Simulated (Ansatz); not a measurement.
## C₃H₄, singlet: the ladder up to full CI

Geometry: MP2(full)/6-31G*, from the G2/97 set.

```yaml
atoms:
  - { symbol: C, position_ang: [0.0000, 0.0000, 0.0000] }
  - { symbol: C, position_ang: [0.0000, 0.0000, 1.3112] }
  - { symbol: C, position_ang: [0.0000, 0.0000, -1.3112] }
  - { symbol: H, position_ang: [0.0000, 0.9268, 1.8766] }
  - { symbol: H, position_ang: [0.0000, -0.9268, 1.8766] }
  - { symbol: H, position_ang: [0.9268, 0.0000, -1.8766] }
  - { symbol: H, position_ang: [-0.9268, 0.0000, -1.8766] }
```

Basis STO-3G; Ansatz 0.2.0. Only valence electrons are correlated (noble-gas cores frozen), which leaves 16 electrons in 16 orbitals. Prefix R: restricted or restricted open-shell reference; prefix U: unrestricted. Active spaces: frontier = (8e, 8o) about the gap.

Full CI is exact within this basis and frozen core; it isn't the basis-set limit. The frozen core follows each run's orbitals, which can shift R against U totals by a few meV.

Unrestricted rows (U) aren't spin-pure: their determinants' ⟨S²⟩ exceeds S(S+1) by up to 0.58, so they mix in states of higher spin.

```
UHF ⟨S²⟩                          : 0.580
T1 diagnostic (RCCSD)             : 0.0063
largest doubles amplitude (RCCSD) : 0.192
```

```
                    level  E − E(full CI) (kJ/mol)  share of correlation (%)  wall time
                      RHF                    627.4                      0.00          –
                      UHF                    605.4                      3.50          –
                     RMP2                    143.6                     77.10          –
                     UMP2                    231.2                     63.15          –
                     CISD                     73.2                     88.34     0.36 s
                    RCCSD                      8.4                     98.66          –
                    UCCSD                     14.8                     97.63          –
                 RCCSD(T)                      2.4                     99.61     0.24 s
                 UCCSD(T)                      6.2                     99.01     0.45 s
                  BCCD(T)                      2.5                     99.61     0.27 s
                   RCCSDT                      1.6                     99.74          –
                   UCCSDT                      2.4                     99.62          –
                   CISDTQ                      4.6                     99.27      4.5 s
                RCCSDT(Q)                      0.0                     99.99        1 s
                UCCSDT(Q)                      0.2                     99.96      4.8 s
                  RCCSDTQ                      0.0                     99.99       12 s
                  UCCSDTQ                      0.2                     99.98      2 min
  CASSCF (frontier space)                    262.2                     58.21          –
  NEVPT2 (frontier space)                     78.5                     87.49      3.4 s
  MRCISD (frontier space)                     12.6                     98.00          –
MRCISD+Q (frontier space)                     -0.9                    100.14      4.4 s
```

The correlation energy at full CI, counted from RHF, is -6.502 eV. That run took 27 s on 2 threads of AMD EPYC 7R13 with a shared H100 80 GB, shared host over 41,430,052 determinants.

Times hold each run's SCF and search for its determinant on a shared host, so for small cases they say little of a method's own cost; they ran on 1 thread of AMD EPYC 7R13.

Not variational, and here over 5 meV under the exact energy: MRCISD+Q (frontier space).

The full-CI state has the irrep A1 of C2v, in the program's axes (one component, if the state is degenerate).

Natural occupations of full CI about the gap: 1.975 1.975 1.975 1.893 1.893 0.109 0.109 0.030 0.024 0.023; effectively unpaired electrons, Σ n²(2−n)², 0.19.

Atomization energy (electronic, same basis, no zero-point term; atoms at the same level, unrestricted beside the R rows where the molecule is a closed shell, with restricted open-shell steps beyond CCSDT(Q)) at full CI: 2984.4 kJ/mol. Errors of other levels:

```
    level  error (kJ/mol)
      RHF          -468.1
      UHF          -446.1
     RMP2           -61.9
     UMP2          -149.4
     CISD           -73.2
    RCCSD            -8.4
    UCCSD           -14.9
 RCCSD(T)            -2.4
 UCCSD(T)            -6.2
  BCCD(T)            -2.5
   RCCSDT            -1.7
   UCCSDT            -2.4
   CISDTQ            -4.6
RCCSDT(Q)            -0.1
UCCSDT(Q)            -0.3
  RCCSDTQ             0.0
  UCCSDTQ            -0.2
```

This basis is far from its limit, so the value isn't to be set against a measured one. Truncated CI isn't size-consistent, which counts against it in atomization.
